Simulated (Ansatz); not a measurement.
# BH2S2: the cost of one run

Computed with Ansatz 0.2.0, Gaussian basis. Level: the settings change from run to run.

## (1) The relaxed structure

The geometry comes from an earlier relaxation with PBE0-D4 in a triple-zeta def2 set; it is a stationary point.

SMILES `S[B]S`, 5 atoms, charge 0, spin multiplicity 2.

Atoms are counted from 1 here; the program's logs count them from 0.

Bond lengths: S1–B2 1.749 Å, S1–H4 1.357 Å, B2–S3 1.749 Å, S3–H5 1.356 Å. Angles: B2–S1–H4 100.3°, S1–B2–S3 139.9°, B2–S3–H5 100.3°.

## (2) wB97M-V/aug-cc-pVDZ

Options: charge -1, multiplicity 1, atoms shaken by 0.03 Å, a point charge of 1.00 e beside it.

Contents of in.yaml:

```yaml
crystal:
  periodic: [false, false, false]
  atoms:
    - {symbol: S, position_ang: [-1.572150, 0.093512, -0.555754]}
    - {symbol: B, position_ang: [0.031274, 0.849666, -0.580071]}
    - {symbol: S, position_ang: [1.573502, 0.545409, 0.159500]}
    - {symbol: H, position_ang: [-1.315189, -1.046947, 0.230076]}
    - {symbol: H, position_ang: [1.361129, -0.574296, 0.802502]}
basis:
  gaussian: {orbitals: aug-cc-pVDZ, point_charges: [{charge: 1.00, position_ang: [5.926, -0.596, 0.019]}]}
total_charge: -1
hamiltonian: {xc: {name: wB97M-V}}
```

Launch:

```console
ansatz run in.yaml --threads 2 --pin off --events-out ev --progress --plain --max-ram 32768MiB --backend cpu
```

**Question.** How long does this run take on 2 threads of AMD EPYC 7R13, shared host, and how much memory does it need?

About 4.5 s, with a peak of 0.29 GiB.
